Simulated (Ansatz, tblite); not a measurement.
# The cluster Au2Se+: rung by rung

An exercise on one series of results from a longer session: the logs are not shown, and one member is left open.

Program: Ansatz 0.2.0, Gaussian basis. Level of theory: as each input shows. These are calculated values, not measurements.

The runs, in order: GFN1-xTB, GFN2-xTB, PBE-D4/def2-TZVP, r2SCAN-D4/def2-TZVP, BHLYP-D4/def2-TZVP, PBE-QIDH/def2-TZVP, revPBE-D4/def2-TZVP, HSE06-D4/def2-TZVP, LC-ωPBE/def2-TZVP, LC-ωPBE(0.10)/def2-TZVP, LC-ωPBE(0.15)/def2-TZVP, LC-ωPBE(0.20)/def2-TZVP, LC-ωPBE(0.30)/def2-TZVP, PBE-D4/def2-SVP, PBE0-D4/def2-SVP, CCSD(T)/def2-TZVP, RPA/def2-TZVP.

### The relaxed structure

The geometry is that of the doublet, from an earlier relaxation (r2SCAN-D4/def2-TZVP). At that level it is the lowest of the isomers that a small search found.

3 atoms, charge 1, spin multiplicity 2.

Bond lengths: Au1–Se3 2.319 Å, Au2–Se3 2.319 Å. Angles: Au1–Se3–Au2 95.8°.

As a file:

```xyz
3
charge 1, multiplicity 2
Au   -0.07915    1.04515   -1.46007
Au   -0.80727   -1.27565    0.97542
Se    0.88642    0.23050    0.48465
```

Au takes a core potential in the def2 sets. No spin-orbit coupling is included. The ion is computed in the gas phase, without counter-ions or solvent.

PBE0-D4/def2-TZVP was run before; its log isn't repeated, and its numbers join the tables.

Set-up of the first run:

Tight binding, by tblite at 300 K electronic temperature and without a spin-polarisation term:

```python
tblite.interface.Calculator('GFN1-xTB', numbers, positions, charge=1, uhf=1).singlepoint()
```

Tight binding, by tblite at 300 K electronic temperature and without a spin-polarisation term:

```python
tblite.interface.Calculator('GFN2-xTB', numbers, positions, charge=1, uhf=1).singlepoint()
```

start.molden holds the orbitals of an earlier run on this state, given as this run's starting guess.

in.yaml

```yaml
crystal:
  periodic: [false, false, false]
  atoms:
    - {symbol: Au, position_ang: [-0.079151, 1.045149, -1.460070]}
    - {symbol: Au, position_ang: [-0.807272, -1.275646, 0.975419]}
    - {symbol: Se, position_ang: [0.886424, 0.230498, 0.484651]}
basis:
  gaussian: {orbitals: def2-TZVP, initial_orbitals: start.molden}
total_charge: 1
magnetization: {spin_polarized: true, initial_magnetization: 1}
hamiltonian: {xc: pbe, dispersion: d4}
scf: {omitted_lower_state_checks: [starts]}
output: {forces: true, orbitals: {seedname: orbitals}}
```

Launch:

```sh
$ ansatz run in.yaml --threads 4 --pin off --events-out ev --progress --plain --max-ram 3916MiB
```

Among the steps run: PBE-D4/def2-TZVP; r2SCAN-D4/def2-TZVP; BHLYP-D4/def2-TZVP; PBE-QIDH/def2-TZVP; revPBE-D4/def2-TZVP; HSE06-D4/def2-TZVP; LC-ωPBE/def2-TZVP; LC-ωPBE(0.10)/def2-TZVP; LC-ωPBE(0.15)/def2-TZVP; LC-ωPBE(0.20)/def2-TZVP; LC-ωPBE(0.30)/def2-TZVP; PBE-D4/def2-SVP; PBE0-D4/def2-SVP; CCSD(T)/def2-TZVP; RPA/def2-TZVP.

One of the session's tables, all rows but one given; the rest of the session is left out.

```
                  level  HOMO (eV)  LUMO (eV)  gap (eV)
        PBE-D4/def2-SVP     -11.92     -10.95      0.97
       PBE-D4/def2-TZVP     -11.87     -10.85      1.01
    revPBE-D4/def2-TZVP     -11.80     -10.72      1.08
    r2SCAN-D4/def2-TZVP     -12.08     -10.56      1.52
       PBE0-D4/def2-SVP          ?          ?         ?
      PBE0-D4/def2-TZVP     -12.87      -9.75      3.12
     HSE06-D4/def2-TZVP     -12.48     -10.13      2.35
     BHLYP-D4/def2-TZVP     -13.71      -8.63      5.09
      LC-ωPBE/def2-TZVP     -15.13      -7.13      8.00
LC-ωPBE(0.10)/def2-TZVP     -13.29      -9.45      3.84
LC-ωPBE(0.15)/def2-TZVP     -13.84      -8.85      4.99
LC-ωPBE(0.20)/def2-TZVP     -14.24      -8.35      5.89
LC-ωPBE(0.30)/def2-TZVP     -14.79      -7.61      7.18
```

Q: Estimate the row for PBE0-D4/def2-SVP from the others.

The run gave: HOMO (eV): -12.96; LUMO (eV): -9.88; gap (eV): 3.08. In the column «HOMO (eV)» it lies between LC-ωPBE(0.10)/def2-TZVP (-13.29) and PBE0-D4/def2-TZVP (-12.87).
